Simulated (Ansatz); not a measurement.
BF, singlet: energies of several shapes or isomers

Computed with Ansatz's Gaussian-basis code (development build). Basis cc-pVDZ, nonrelativistic, 2 orbitals frozen in the corrections; active space CAS(10,8). Restricted Hartree–Fock, then the lowest state-specific CASSCF solution met for each case. On stretched bonds single-reference methods can fail or change state. Unlike active orbitals can shift such differences by tenths of an eV, at times by over 1 eV.

Case A: bond length 1.2629 Å.

Case B: bond length 1.1619 Å.

Case C: bond length 1.3640 Å.

Energy less that of case A, in eV:

```
case  RHF/ROHF
   B    +0.385
   C    +0.172
```

Task: What does SC-NEVPT2 give for these differences?

Result: B: +0.481 eV (11.1 kcal/mol); C: +0.093 eV (2.1 kcal/mol).

Task: Which case is lowest, and do the methods agree?

Result: A is lowest in SC-NEVPT2. Of the methods shown, RHF/ROHF agrees.
